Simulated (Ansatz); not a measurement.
# C2H2FNO2: one molecule under many settings

How do the results and run time of C2H2FNO2 respond when the settings are drawn wide?

Method: the settings change from run to run; program: Ansatz 0.2.0, Gaussian basis.

### Step 1. The geometry

The structure was relaxed beforehand with PBE0-D4 in a triple-zeta def2 set.

SMILES `OC1=NC(F)O1`, 8 atoms, charge 0, spin multiplicity 1.

Atoms are counted from 1 here; the program's logs count them from 0.

Bond lengths: O1–C2 1.304 Å, O1–H7 0.966 Å, C2–N3 1.285 Å, C2–O6 1.344 Å, N3–C4 1.446 Å, C4–F5 1.331 Å, C4–O6 1.474 Å, C4–H8 1.091 Å. Angles: C2–O1–H7 108.3°, O1–C2–N3 134.3°, O1–C2–O6 120.2°, N3–C2–O6 105.4°, C2–N3–C4 83.0°, N3–C4–F5 116.0°, N3–C4–O6 91.5°, N3–C4–H8 116.7°, F5–C4–O6 110.9°, F5–C4–H8 110.1°, O6–C4–H8 110.2°, C2–O6–C4 80.0°.

Geometry (Å):

```xyz
8
C2H2FNO2
O     1.5416    0.7320    1.0150
C     0.5491    0.2188    0.3432
N     0.4589   -0.4823   -0.7300
C    -0.9605   -0.3186   -0.5067
F    -1.6447   -1.4339   -0.2623
O    -0.7173    0.4326    0.7376
H     2.3650    0.4916    0.5701
H    -1.4999    0.3027   -1.2227
```

### Step 2. CAM-B3LYP/cc-pVTZ-DK

This run has unrestricted orbitals, a point charge of 1.00 e beside it, high accuracy, the search for lower states set to light.

File in.yaml:

```yaml
crystal:
  periodic: [false, false, false]
  atoms:
    - {symbol: O, position_ang: [1.541629, 0.732032, 1.015018]}
    - {symbol: C, position_ang: [0.549116, 0.218810, 0.343234]}
    - {symbol: N, position_ang: [0.458948, -0.482349, -0.729978]}
    - {symbol: C, position_ang: [-0.960463, -0.318616, -0.506728]}
    - {symbol: F, position_ang: [-1.644682, -1.433907, -0.262278]}
    - {symbol: O, position_ang: [-0.717344, 0.432622, 0.737572]}
    - {symbol: H, position_ang: [2.365041, 0.491602, 0.570109]}
    - {symbol: H, position_ang: [-1.499945, 0.302705, -1.222650]}
basis:
  gaussian: {orbitals: cc-pVTZ-DK, point_charges: [{charge: 1.00, position_ang: [5.815, -0.652, -0.048]}]}
magnetization: {spin_polarized: true, initial_magnetization: 0}
hamiltonian: {xc: {name: CAM-B3LYP}}
accuracy: high
scf: {lower_state_search: light}
```

Run with:

```console
$ ansatz run in.yaml --threads 4 --pin off --events-out ev --progress --plain --max-ram 10444MiB
```

The program printed:

```text
Functional definition: CAM-B3LYP
  name "CAM-B3LYP"
  cite "Yanai, Tew & Handy, Chem. Phys. Lett. 393, 51 (2004) doi:10.1016/j.cplett.2004.06.011"
  cite "Iikura, Tsuneda, Yanai & Hirao, J. Chem. Phys. 115, 3540 (2001) doi:10.1063/1.1383587"
  cite "Becke, Phys. Rev. A 38, 3098 (1988) doi:10.1103/PhysRevA.38.3098"
  cite "Lee, Yang & Parr, Phys. Rev. B 37, 785 (1988) doi:10.1103/PhysRevB.37.785"
  cite "Vosko, Wilk & Nusair, Can. J. Phys. 58, 1200 (1980) doi:10.1139/p80-159"
  parameter alpha = 0.19
  parameter beta = 0.46
  parameter omega = 0.33/bohr
  parameter ac = 0.81
  # Exact exchange under (alpha + beta erf(omega r))/r, Becke's under what is left of 1/r.
  exchange = (1 - alpha - beta)*b88_x + beta*b88_x_sr(omega) + alpha*exact_x + beta*exact_x_lr(omega)
  correlation = (1 - ac)*vwn5_c + ac*lyp_c
3755 factors; integrals over basis functions are off by at most 5.7e-9 eV
416 factors; integrals over basis functions are off by at most 1.9e-9 eV
mean field evaluation 1: about -10406.7861 eV, gradient 4.4e1 eV
mean field evaluation 2: about -10405.4170 eV, gradient 4.9e1 eV
mean field evaluation 4: about -10412.8467 eV, gradient 2.0e0 eV
mean field evaluation 8: about -10413.0902 eV, gradient 1.5e-1 eV
mean field evaluation 16: about -10413.0903 eV, gradient 2.5e-4 eV
mean field -10413.09031530 eV, -382.6740108412 hartree, gradient 5.2e-8 eV, S^2 0.000000; 0 other end points of the search recorded, 0 dependent functions left out
reference -10413.09033246 eV, -382.6740114716 hartree; 23, 23 occupied and 185, 185 virtual orbitals, 3755 factors
Total energy: -10413.09033246 eV, -382.6740114716 hartree
Relativity: scalar
```

It took 42 s on 4 threads, shared host; peak memory 1.6 GiB.

⟨S²⟩ 0.000.

### Step 3. revPBE/6-31G*

This run has a point charge of 2.00 e beside it.

in.yaml: that of step 2 with these lines changed.

```diff
@@ -12,6 +12,4 @@
 basis:
-  gaussian: {orbitals: cc-pVTZ-DK, point_charges: [{charge: 1.00, position_ang: [5.815, -0.652, -0.048]}]}
-magnetization: {spin_polarized: true, initial_magnetization: 0}
-hamiltonian: {xc: {name: CAM-B3LYP}}
-accuracy: high
-scf: {lower_state_search: light}
+  gaussian: {orbitals: "6-31G*", point_charges: [{charge: 2.00, position_ang: [5.008, -0.581, 0.405]}]}
+hamiltonian: {xc: {name: revPBE}}
+output: {forces: true}
```

The command is unchanged.

The program printed, cut to the lines that bear on the results:

```text
Functional definition: revPBE
  name "revPBE"
  cite "Zhang & Yang, Phys. Rev. Lett. 80, 890 (1998) doi:10.1103/PhysRevLett.80.890"
  cite "Perdew, Burke & Ernzerhof, Phys. Rev. Lett. 77, 3865 (1996) doi:10.1103/PhysRevLett.77.3865"
[...]
988 factors; their error is unknown
[...]
mean field -10402.09906038 eV, -382.2700896729 hartree, gradient 1.1e-5 eV, S^2 0.000000; 0 other end points of the search recorded, 0 dependent functions left out
[...]
reference -10402.09908021 eV, -382.2700904016 hartree; 23, 23 occupied and 71, 71 virtual orbitals, 988 factors
Total energy: -10402.09908021 eV, -382.2700904016 hartree
Atom 0 at     1.541629     0.732032     1.015018 Å, force     1.405843     1.257175     2.076352 eV/Å
Atom 1 at     0.549116     0.218810     0.343234 Å, force    -1.805132    -0.481911    -0.625984 eV/Å
Atom 2 at     0.458948    -0.482349    -0.729978 Å, force     1.808114    -0.798805    -1.188774 eV/Å
Atom 3 at    -0.960463    -0.318616    -0.506728 Å, force    -1.114082    -0.329100    -0.559999 eV/Å
Atom 4 at    -1.644682    -1.433907    -0.262278 Å, force    -0.197531    -0.525591     0.091478 eV/Å
Atom 5 at    -0.717344     0.432622     0.737572 Å, force    -0.365728     0.876690     1.282383 eV/Å
Atom 6 at     2.365041     0.491602     0.570109 Å, force     0.132941    -0.117774    -0.783996 eV/Å
Atom 7 at    -1.499945     0.302705    -1.222650 Å, force    -0.048860     0.306103    -0.242624 eV/Å
Dipole moment:    -0.266229     0.206701    -0.116431 e Å
```

It took 2.9 s on 4 threads, shared host.

Largest force 2.805 eV/Å, dipole 1.71 D.

### Step 4. SVWN5/def2-mTZVPP

This run has charge +1, multiplicity 2, a point charge of 1.00 e beside it.

in.yaml: that of step 3 with these lines changed.

```diff
@@ -12,4 +12,6 @@
 basis:
-  gaussian: {orbitals: "6-31G*", point_charges: [{charge: 2.00, position_ang: [5.008, -0.581, 0.405]}]}
-hamiltonian: {xc: {name: revPBE}}
+  gaussian: {orbitals: def2-mTZVPP, point_charges: [{charge: 1.00, position_ang: [5.694, 0.738, -0.208]}]}
+total_charge: 1
+magnetization: {spin_polarized: true, initial_magnetization: 1}
+hamiltonian: {xc: {name: SVWN5}}
 output: {forces: true}
```

Same command.

The program printed, cut to the lines that bear on the results:

```text
Functional definition: SVWN5
  name "SVWN5"
  cite "Dirac, Proc. Camb. Phil. Soc. 26, 376 (1930) doi:10.1017/S0305004100016108"
  cite "Slater, Phys. Rev. 81, 385 (1951) doi:10.1103/PhysRev.81.385"
  cite "Vosko, Wilk & Nusair, Can. J. Phys. 58, 1200 (1980) doi:10.1139/p80-159"
[...]
1092 factors; their error is unknown
[...]
mean field -10320.20654553 eV, -379.2605952609 hartree, gradient 3.5e-5 eV, S^2 0.752919; 5 other end points of the search recorded, 0 dependent functions left out
[...]
reference -10320.20656716 eV, -379.2605960560 hartree; 23, 22 occupied and 121, 122 virtual orbitals, 1092 factors
Total energy: -10320.20656716 eV, -379.2605960560 hartree
Atom 0 at     1.541629     0.732032     1.015018 Å, force    -1.736706    -0.420113    -0.752950 eV/Å
Atom 1 at     0.549116     0.218810     0.343234 Å, force     0.781840     3.382991     4.630684 eV/Å
Atom 2 at     0.458948    -0.482349    -0.729978 Å, force    -0.188115    -2.002962    -1.857026 eV/Å
Atom 3 at    -0.960463    -0.318616    -0.506728 Å, force    -3.044939    -1.409380    -1.243212 eV/Å
Atom 4 at    -1.644682    -1.433907    -0.262278 Å, force     1.237776     0.970136    -0.036526 eV/Å
Atom 5 at    -0.717344     0.432622     0.737572 Å, force     1.687563    -0.703851     0.057747 eV/Å
Atom 6 at     2.365041     0.491602     0.570109 Å, force     0.718536    -0.258385    -0.197657 eV/Å
Atom 7 at    -1.499945     0.302705    -1.222650 Å, force    -0.103449     0.381052    -0.508040 eV/Å
Dipole moment:     0.317442     0.331059    -0.230846 e Å
```

Run time: 8.5 s. Hardware: 4 threads, shared host.

Largest force 5.788 eV/Å, ⟨S²⟩ 0.753.

### Step 5. B2GP-PLYP/def2-mTZVP

Set apart from the defaults: the search for lower states set to light.

in.yaml: that of step 4 with these lines changed.

```diff
@@ -12,6 +12,5 @@
 basis:
-  gaussian: {orbitals: def2-mTZVPP, point_charges: [{charge: 1.00, position_ang: [5.694, 0.738, -0.208]}]}
-total_charge: 1
-magnetization: {spin_polarized: true, initial_magnetization: 1}
-hamiltonian: {xc: {name: SVWN5}}
+  gaussian: {orbitals: def2-mTZVP}
+hamiltonian: {xc: {name: B2GP-PLYP}}
+scf: {lower_state_search: light}
 output: {forces: true}
```

Launched as before.

The program printed, cut to the lines that bear on the results:

```text
Functional definition: B2GP-PLYP
  name "B2GP-PLYP"
  cite "Karton, Tarnopolsky, Lamère, Schatz & Martin, J. Phys. Chem. A 112, 12868 (2008) doi:10.1021/jp801805p"
  cite "Becke, Phys. Rev. A 38, 3098 (1988) doi:10.1103/PhysRevA.38.3098"
  cite "Lee, Yang & Parr, Phys. Rev. B 37, 785 (1988) doi:10.1103/PhysRevB.37.785"
[...]
1144 factors; integrals over basis functions are off by at most 1.1e-3 eV
[...]
mean field -10387.42614947 eV, -381.7308701427 hartree, gradient 4.1e-6 eV, S^2 0.000000; 0 other end points of the search recorded, 0 dependent functions left out
6 core orbitals not correlated: weight in the atoms' cores, before any rotation towards them, 1.000 or more for the frozen orbitals, at most 0.000 for the correlated occupied ones
reference -10387.42624275 eV, -381.7308735705 hartree; 17, 17 occupied and 107, 107 virtual orbitals, 1144 factors
second order -31.94708205 eV of doubles, -0.00000000 eV of singles
[...]
Total energy: -10398.92719228 eV, -382.1535256704 hartree
Atom 0 at     1.541629     0.732032     1.015018 Å, force     0.157110     0.223714     0.318461 eV/Å
Atom 1 at     0.549116     0.218810     0.343234 Å, force     0.225721    -0.042380    -0.059685 eV/Å
Atom 2 at     0.458948    -0.482349    -0.729978 Å, force     0.166319    -0.197689    -0.273073 eV/Å
Atom 3 at    -0.960463    -0.318616    -0.506728 Å, force    -0.276297     0.376783    -0.518556 eV/Å
Atom 4 at    -1.644682    -1.433907    -0.262278 Å, force    -0.240563    -0.399961     0.090566 eV/Å
Atom 5 at    -0.717344     0.432622     0.737572 Å, force    -0.341671     0.199021     0.364105 eV/Å
Atom 6 at     2.365041     0.491602     0.570109 Å, force     0.194138    -0.031979    -0.069104 eV/Å
Atom 7 at    -1.499945     0.302705    -1.222650 Å, force     0.115243    -0.127508     0.147286 eV/Å
Dipole moment:     0.306110     0.293230    -0.081111 e Å
```

Run time: 15 s. Hardware: 4 threads, shared host; peak memory 0.48 GiB.

Largest force 0.698 eV/Å, dipole 2.07 D.

### Step 6. wPBEh/STO-3G

in.yaml: that of step 5 with these lines changed.

```diff
@@ -12,5 +12,4 @@
 basis:
-  gaussian: {orbitals: def2-mTZVP}
-hamiltonian: {xc: {name: B2GP-PLYP}}
-scf: {lower_state_search: light}
+  gaussian: {orbitals: STO-3G}
+hamiltonian: {xc: {name: wPBEh}}
 output: {forces: true}
```

Same command.

The program printed, cut to the lines that bear on the results:

```text
Functional definition: wPBEh
  name "wPBEh"
  cite "Heyd, Scuseria & Ernzerhof, J. Chem. Phys. 118, 8207 (2003) doi:10.1063/1.1564060"
  cite "Krukau, Vydrov, Izmaylov & Scuseria, J. Chem. Phys. 125, 224106 (2006) doi:10.1063/1.2404663"
  cite "Heyd & Scuseria, J. Chem. Phys. 120, 7274 (2004) doi:10.1063/1.1668634"
  cite "Ernzerhof & Perdew, J. Chem. Phys. 109, 3313 (1998) doi:10.1063/1.476928"
  cite "Perdew, Burke & Ernzerhof, Phys. Rev. Lett. 77, 3865 (1996) doi:10.1103/PhysRevLett.77.3865"
  parent pbe
[...]
472 factors; integrals over basis functions are off by at most 3.1e-5 eV
67 factors; integrals over basis functions are off by at most 1.8e-7 eV
[...]
mean field -10254.78154993 eV, -376.8562710193 hartree, gradient 2.9e-5 eV, S^2 0.000000; 0 other end points of the search recorded, 0 dependent functions left out
[...]
reference -10254.78156535 eV, -376.8562715858 hartree; 23, 23 occupied and 9, 9 virtual orbitals, 472 factors
Total energy: -10254.78156535 eV, -376.8562715858 hartree
Atom 0 at     1.541629     0.732032     1.015018 Å, force     0.615920     2.471106     3.743453 eV/Å
Atom 1 at     0.549116     0.218810     0.343234 Å, force     2.269734     0.658411     1.028011 eV/Å
Atom 2 at     0.458948    -0.482349    -0.729978 Å, force     3.182193    -2.732718    -4.585587 eV/Å
Atom 3 at    -0.960463    -0.318616    -0.506728 Å, force    -3.072235    -0.284660    -1.022845 eV/Å
Atom 4 at    -1.644682    -1.433907    -0.262278 Å, force    -1.398622    -2.217452     0.361697 eV/Å
Atom 5 at    -0.717344     0.432622     0.737572 Å, force    -3.330236     1.988747     2.995533 eV/Å
Atom 6 at     2.365041     0.491602     0.570109 Å, force     2.214545    -0.863307    -1.513676 eV/Å
Atom 7 at    -1.499945     0.302705    -1.222650 Å, force    -0.481298     0.979873    -1.006586 eV/Å
Dipole moment:     0.191741     0.175762    -0.001059 e Å
```

Wall time 2.5 s (4 threads, shared host).

Largest force 6.215 eV/Å, dipole 1.25 D.

### Step 7. B97M-V/STO-3G

This run has multiplicity 3, the search for lower states set to off.

in.yaml: that of step 6 with these lines changed.

```diff
@@ -13,3 +13,5 @@
   gaussian: {orbitals: STO-3G}
-hamiltonian: {xc: {name: wPBEh}}
+magnetization: {spin_polarized: true, initial_magnetization: 2}
+hamiltonian: {xc: {name: B97M-V}}
+scf: {lower_state_search: off}
 output: {forces: true}
```

Same command.

The program printed, cut to the lines that bear on the results:

```text
Functional definition: B97M-V
  name "B97M-V"
  cite "Mardirossian & Head-Gordon, J. Chem. Phys. 142, 074111 (2015) doi:10.1063/1.4907719"
  cite "Becke, J. Chem. Phys. 107, 8554 (1997) doi:10.1063/1.475007"
  cite "Vydrov & Van Voorhis, J. Chem. Phys. 133, 244103 (2010) doi:10.1063/1.3521275"
  # Of w^i u^j: cxij and so on, Table III.
[...]
  gx(w, u) = cx00 + cx01*u + cx02*u^2 + (cx10 + cx11*u)*w
  gss(w, u) = css00 + css02*u^2 + css10*w + (css32*w^3 + css42*w^4)*u^2
  gos(w, u) = cos00 + cos01*u + cos03*u^3 + cos10*w + cos32*w^3*u^2
[...]
      + integral(e_c_pw_mod_opposite_spin*gos(b97_w_opposite, b97_u_opposite)) + vv10(b, c)
[...]
472 factors; integrals over basis functions are off by at most 3.1e-5 eV
[...]
mean field -10258.92642038 eV, -377.0085921987 hartree, gradient 5.4e-6 eV, S^2 2.003349; 0 other end points of the search recorded, 0 dependent functions left out
[...]
Total energy: -10258.92644288 eV, -377.0085930259 hartree
Atom 0 at     1.541629     0.732032     1.015018 Å, force     2.773270     3.462168     4.862209 eV/Å
Atom 1 at     0.549116     0.218810     0.343234 Å, force     3.766888     5.558202     8.659721 eV/Å
Atom 2 at     0.458948    -0.482349    -0.729978 Å, force     1.486799    -8.345393   -12.568639 eV/Å
Atom 3 at    -0.960463    -0.318616    -0.506728 Å, force    -3.316654     0.463392    -1.200904 eV/Å
Atom 4 at    -1.644682    -1.433907    -0.262278 Å, force    -1.373654    -2.524723     0.341528 eV/Å
Atom 5 at    -0.717344     0.432622     0.737572 Å, force    -4.809224     1.402307     2.600214 eV/Å
Atom 6 at     2.365041     0.491602     0.570109 Å, force     2.095340    -0.869357    -1.494913 eV/Å
Atom 7 at    -1.499945     0.302705    -1.222650 Å, force    -0.622766     0.853404    -1.199216 eV/Å
Dipole moment:     0.111756     0.092373    -0.134073 e Å
Checks for a lower state left out: stability, starts, cluster_reference, orbital_swaps, neighbouring_geometries, increment
```

Wall time 4.7 s (4 threads, shared host).

Largest force 15.160 eV/Å, dipole 0.95 D, ⟨S²⟩ 2.003.

### Step 8. wB97/6-31G*

in.yaml: that of step 7 with these lines changed.

```diff
@@ -12,6 +12,3 @@
 basis:
-  gaussian: {orbitals: STO-3G}
-magnetization: {spin_polarized: true, initial_magnetization: 2}
-hamiltonian: {xc: {name: B97M-V}}
-scf: {lower_state_search: off}
-output: {forces: true}
+  gaussian: {orbitals: "6-31G*"}
+hamiltonian: {xc: {name: wB97}}
```

Launched as before.

The program printed, cut to the lines that bear on the results:

```text
Functional definition: wB97
  name "wB97"
  cite "Chai & Head-Gordon, J. Chem. Phys. 128, 084106 (2008) doi:10.1063/1.2834918"
  cite "Becke, J. Chem. Phys. 107, 8554 (1997) doi:10.1063/1.475007"
[...]
  # The coefficients of nought are those of the uniform gas.
[...]
      + integral(e_c_pw_opposite_spin*poly(b97_u_opposite, 1, cos1, cos2, cos3, cos4))
988 factors; their error is unknown
312 factors; integrals over basis functions are off by at most 1.3e-5 eV
[...]
mean field -10404.31141858 eV, -382.3513923371 hartree, gradient 4.0e-5 eV, S^2 0.000000; 0 other end points of the search recorded, 0 dependent functions left out
reference -10404.31141404 eV, -382.3513921703 hartree; 23, 23 occupied and 71, 71 virtual orbitals, 988 factors
Total energy: -10404.31141404 eV, -382.3513921703 hartree
```

Run time: 6.5 s. Hardware: 4 threads, shared host.

### Step 9. RPA/def2-TZVPD

This run has unrestricted orbitals.

in.yaml: that of step 8 with these lines changed.

```diff
@@ -12,3 +12,5 @@
 basis:
-  gaussian: {orbitals: "6-31G*"}
-hamiltonian: {xc: {name: wB97}}
+  gaussian: {orbitals: def2-TZVPD}
+magnetization: {spin_polarized: true, initial_magnetization: 0}
+hamiltonian: {xc: {name: HF}}
+correlation: {method: rpa}
```

Same command.

The program printed:

```text
Functional definition: HF
  name "HF"
  cite "Fock, Z. Phys. 61, 126 (1930) doi:10.1007/BF01340294"
  parent pbe
  exchange = exact_x
  correlation = 0
1637 factors; integrals over basis functions are off by at most 6.8e-4 eV
mean field evaluation 1: about -10353.1149 eV, gradient 3.4e1 eV
mean field evaluation 2: about -10353.1179 eV, gradient 3.4e1 eV
mean field evaluation 4: about -10357.5509 eV, gradient 2.7e0 eV
mean field evaluation 8: about -10357.6084 eV, gradient 9.0e-4 eV
mean field -10357.60842551 eV, -380.6350889982 hartree, gradient 2.7e-6 eV, S^2 0.000000; 0 other end points of the search recorded, 0 dependent functions left out
6 core orbitals not correlated: weight in the atoms' cores, before any rotation towards them, 1.000 or more for the frozen orbitals, at most 0.000 for the correlated occupied ones
reference -10357.60842551 eV, -380.6350889982 hartree; 17, 17 occupied and 226, 226 virtual orbitals, 1637 factors
Total energy: -10394.89420450 eV, -382.0053161030 hartree
```

Wall time 25 s (4 threads, shared host); peak memory 0.83 GiB.

⟨S²⟩ 0.000.

### Step 10. PBE0-DH/def2-mTZVP

This run has finite nuclei.

in.yaml: that of step 9 with these lines changed.

```diff
@@ -12,5 +12,4 @@
 basis:
-  gaussian: {orbitals: def2-TZVPD}
-magnetization: {spin_polarized: true, initial_magnetization: 0}
-hamiltonian: {xc: {name: HF}}
-correlation: {method: rpa}
+  gaussian: {orbitals: def2-mTZVP, nuclear_model: gaussian}
+hamiltonian: {xc: {name: PBE0-DH}}
+output: {forces: true}
```

The command is unchanged.

The program printed, cut to the lines that bear on the results:

```text
Functional definition: PBE0-DH
  name "PBE0-DH"
  cite "Brémond & Adamo, J. Chem. Phys. 135, 024106 (2011) doi:10.1063/1.3604569"
  cite "Perdew, Burke & Ernzerhof, Phys. Rev. Lett. 77, 3865 (1996) doi:10.1103/PhysRevLett.77.3865"
[...]
1144 factors; integrals over basis functions are off by at most 1.1e-3 eV
[...]
mean field -10393.74650283 eV, -381.9631388444 hartree, gradient 4.4e-6 eV, S^2 0.000000; 0 other end points of the search recorded, 0 dependent functions left out
6 core orbitals not correlated: weight in the atoms' cores, before any rotation towards them, 1.000 or more for the frozen orbitals, at most 0.000 for the correlated occupied ones
reference -10393.74651635 eV, -381.9631393416 hartree; 17, 17 occupied and 107, 107 virtual orbitals, 1144 factors
second order -34.10745521 eV of doubles, -0.00000000 eV of singles
[...]
Total energy: -10398.00994826 eV, -382.1198175742 hartree
Atom 0 at     1.541629     0.732032     1.015018 Å, force    -0.026733    -0.049154    -0.074879 eV/Å
Atom 1 at     0.549116     0.218810     0.343234 Å, force    -0.000367    -0.042939    -0.079397 eV/Å
Atom 2 at     0.458948    -0.482349    -0.729978 Å, force    -0.102204     0.096233     0.177535 eV/Å
Atom 3 at    -0.960463    -0.318616    -0.506728 Å, force    -0.031295     0.155632    -0.029645 eV/Å
Atom 4 at    -1.644682    -1.433907    -0.262278 Å, force     0.045823     0.063491    -0.000468 eV/Å
Atom 5 at    -0.717344     0.432622     0.737572 Å, force     0.075676    -0.121684    -0.166797 eV/Å
Atom 6 at     2.365041     0.491602     0.570109 Å, force    -0.062643     0.019687     0.035193 eV/Å
Atom 7 at    -1.499945     0.302705    -1.222650 Å, force     0.101743    -0.121268     0.138457 eV/Å
Dipole moment:     0.313997     0.297904    -0.072359 e Å
```

Wall time 22 s (4 threads, shared host); peak memory 0.48 GiB.

Largest force 0.226 eV/Å, dipole 2.11 D.

### Step 11. All runs side by side

```
               level  charge  multiplicity               geometry  functions  energy (eV)   time
CAM-B3LYP/cc-pVTZ-DK       0             1  relaxed, point charge        208   -10413.090   42 s
       revPBE/6-31G*       0             1  relaxed, point charge         94   -10402.099  2.9 s
   SVWN5/def2-mTZVPP       1             2  relaxed, point charge        144   -10320.207  8.5 s
B2GP-PLYP/def2-mTZVP       0             1                relaxed        130   -10398.927   15 s
        wPBEh/STO-3G       0             1                relaxed         32   -10254.782  2.5 s
       B97M-V/STO-3G       0             3                relaxed         32   -10258.926  4.7 s
         wB97/6-31G*       0             1                relaxed         94   -10404.311  6.5 s
      RPA/def2-TZVPD       0             1                relaxed        249   -10394.894   25 s
  PBE0-DH/def2-mTZVP       0             1                relaxed        130   -10398.010   22 s
```

### Step 12. What came out

| quantity | value |
| --- | --- |
| runs | 9 |
| quickest | wPBEh/STO-3G, 2.5 s |
| slowest | CAM-B3LYP/cc-pVTZ-DK, 42 s |
| spread of total energies, same state and geometry | 149.5 eV |
| dipole, same state and geometry | 1.25 to 2.11 D |

**Reading.** CAM-B3LYP/cc-pVTZ-DK took 17 times as long as wPBEh/STO-3G. The jobs differ in tasks and options as well as level. The totals spread over 150 eV; they can't be compared across methods or bases. At the PBE0-D4/def2-TZVP geometry and in the same state, runs without warnings or point charges leave forces up to 6.21 eV/Å (wPBEh/STO-3G). At that geometry and state the dipole changes by 69 % between the lowest and highest value.
